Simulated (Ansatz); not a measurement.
Compare A (`C/N=C\F`) with its isomer B (`C=NCF`).

Isolated molecules relaxed with PBE0-D4/def2-TZVP in Ansatz; ΔE leaves out vibrations. CBS: MP2 limit from def2 TZ/QZ plus the TZ coupled-cluster correction, frozen cores. Functionals use def2-TZVPP. B3LYP here is the variant with VWN-RPA as its local correlation; programs differ in this. One conformer a species, not always the lowest.

A:

Z-matrix (Å, degrees):
```
C
N 1 1.443
H 1 1.093 2 114.5
H 1 1.092 2 108.4 3 122.1
H 1 1.092 2 108.4 3 -122.2
C 2 1.239 1 121.5 3 -1.3
F 6 1.349 2 125.3 1 0.0
H 6 1.086 2 124.0 1 -180.0
```

B:

```xyz
8

C    -0.327   -0.533   -1.145
N    -0.686   -0.367    0.050
C     0.127    0.361    0.947
F     1.307    0.851    0.408
H    -0.979   -1.099   -1.808
H     0.605   -0.139   -1.556
H     0.396   -0.291    1.784
H    -0.443    1.217    1.321
```

(1) Which isomer does CCSD(T)/CBS put lower? Give the gap. (An estimate is asked.)

(2) Give E(B) − E(A) in kcal/mol with CCSD(T)/def2-TZVPP, B3LYP-D4, PBE0-D4, PBE-D4, ωB97M-V, CCSD(T)/def2-SVP, LDA (SPW92). (An estimate is asked.)

(3) Does the order hold for the free energy at 298.15 K (harmonic terms from PBE0-D4)? (Estimate.)

Largest T1 diagnostic: 0.013.

Answers

(1) Ansatz gave: A, by 5.4 kcal/mol.

(2) The calculation gave: CCSD(T)/def2-TZVPP 5.6, B3LYP-D4 6.1, PBE0-D4 6.7, PBE-D4 7.3, ωB97M-V 6.1, CCSD(T)/def2-SVP 6.1, LDA (SPW92) 7.9. None reverses the order clearly.

(3) The calculation gave: Yes: G(B) − G(A) = +6.2 kcal/mol, for one conformer each.

In def2-TZVPP, CCSD(T) changes the Hartree–Fock value by +1.3 kcal/mol (the triples alone add +0.3 kcal/mol) and MP2 by +2.1 kcal/mol. From BLYP to BHLYP (50 % exact exchange), in def2-TZVPP and without D4, E(B) − E(A) moves by −1.2 kcal/mol.
